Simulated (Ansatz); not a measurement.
```yaml
crystal:
  periodic: [false, false, false]
  atoms:
    - {symbol: C, position_ang: [0.000000, 0.000000, 0.000000]}
    - {symbol: Ga, position_ang: [0.000000, 0.000000, 1.841400]}
basis:
  gaussian: {orbitals: def2-TZVP}
total_charge: 1
hamiltonian: {xc: pbe0}
relax: {f_tol: 0.004, max_steps: 80}
```

```sh
$ ansatz run in.yaml --threads 1 --pin off --events-out ev --progress --plain --max-ram 2176MiB
```

Steps of the relaxation (energy above the last step; positions in Å, forces in eV/Å):

```
2
step 1, 200.0 meV
C     0.000    0.000    0.000    0.000    0.000   -2.505
Ga    0.000    0.000    1.841    0.000    0.000    2.505
```

```
2
step 2, 73.9 meV
C     0.000    0.000   -0.033    0.000    0.000   -1.339
Ga    0.000    0.000    1.875    0.000    0.000    1.339
```

```
2
step 3, 5.3 meV
C     0.000    0.000   -0.077    0.000    0.000   -0.301
Ga    0.000    0.000    1.919    0.000    0.000    0.301
```

```
2
step 5, 0.0 meV
C     0.000    0.000   -0.096    0.000    0.000    0.003
Ga    0.000    0.000    1.937    0.000    0.000   -0.003
```

Close pairs at the end: C1–Ga2 2.033 Å.

A stationary point of restricted PBE0 after 5 steps (its stability towards spin polarisation wasn't tested). 6 s on 1 thread of AMD EPYC 9R45, shared host.
